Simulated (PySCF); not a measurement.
C3H9N, SMILES CN(C)C (connectivity only; charge and spin as stated), charge +1, multiplicity 2.

Geometry: B3LYP-D3(BJ)/def2-SVP. The multiplicity is an assumed one; other spin states were not compared.

Computed with B3LYP/def2-TZVP in PySCF.

The total energy comes out as -174.26199 hartree and the point group comes out as C3h. The α spin, highest occupied and lowest empty level comes out as -13.46 and -4.19 eV. The β spin, highest occupied and lowest empty level is -16.22 and -9.56 eV, the dipole moment about the centre of nuclear charge comes out as 0.00 D and the mean static polarisability is 43.7 bohr³ (6.48 Å³). The polarisability, principal values is 35.7, 47.7, 47.7 bohr³ and the ⟨S²⟩ is 0.755 (pure state 0.75).
